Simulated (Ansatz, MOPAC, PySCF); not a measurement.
Noncovalent pair: C2H2 (SMILES C#C) (first 4 atoms) with H2O (SMILES O); geometry from S66by8 set.
(charge 0, multiplicity 1):
```xyz
7

C     -0.925     0.039     0.031
H      0.141     0.009     0.006
C     -2.137     0.073     0.058
H     -3.198     0.104     0.083
O      2.147    -0.068    -0.054
H      2.718    -0.658     0.443
H      2.719     0.283    -0.739
```

Counterpoise-corrected where a basis set is named; no monomer relaxation. Rows marked so take none.

Cores are frozen in the correlated methods. CBS: X⁻³ extrapolation of the correlation energy, Hartree–Fock from the larger set. Rows in 6-31G* carry no dispersion term and start afresh at each structure (6-31G* with six Cartesian d functions). MP2/6-31G* freezes PySCF's default core. The state that PM3 reach isn't checked.

Codes used: Ansatz (a program for electronic structure) with Gaussian orbitals; MOPAC for PM3 (differences of heats of formation); PySCF for 6-31G* rows, the dispersion terms. Each number belongs to the level named beside it.

```csv
level,interaction energy (meV)
PM3,-41.2
B3LYP/6-31G* (no counterpoise),-171.2
B3LYP/def2-TZVPPD,-83.8
PBE0/def2-TZVPPD,-105.8
PBE0-D4/def2-TZVPPD,-122.4
MP2/6-31G*,-110.6
SCS-MP2/aug-cc-pVTZ,___
CCSD(T)/aug-cc-pVDZ,-84.0
"CCSD(T)/CBS(aug-cc-pVDZ, aug-cc-pVTZ)",-110.9
```

Q: Fill in the missing entries.

A: 
- SCS-MP2/aug-cc-pVTZ, interaction energy (meV): -82.1
